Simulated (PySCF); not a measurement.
Si: electron affinity

Si⁻ [Ne] 3s2 3p3 (4S) → Si [Ne] 3s2 3p2 (3P), as a difference of total energies. Computed with PySCF 2.14 in dyall-av3z, with the spin-free X2C one-electron Hamiltonian (Gaussian nucleus). Correlated levels: valence: [Ne] frozen; virtual orbitals above 40 to 60 times the deepest correlated orbital energy dropped. The calculations carry no spin-orbit coupling.

```tsv
method	electron affinity (eV)
UHF	0.843
LDA	1.590
PBE0	1.453
r2SCAN	1.522
TPSSh	1.422
LC-wPBE	1.418
HSE06	1.449
B2PLYP	1.255
MP2 (valence)	1.379
```

Task: Estimate what SCS-MP2 (valence) gives.

Result: 1.197 eV, closest to B2PLYP among the rows shown.

Task: Estimate what PBE gives.

Result: 1.494 eV, closest to r2SCAN among the rows shown.

A first-order spin-orbit estimate (lowest level to lowest level, LS coupling) adds -0.016 eV.

Errors of the correlated levels include the incompleteness of this basis and the frozen core.

In the anion the highest occupied orbital energy is positive at LDA, PBE, PBE0, r2SCAN, TPSSh, HSE06, a self-interaction effect; the basis confines that electron, and the energy difference can still be sensible.

For comparison: 1.390 eV (measured; photodetachment measurements, as compiled on the Wikipedia data page of electron affinities).
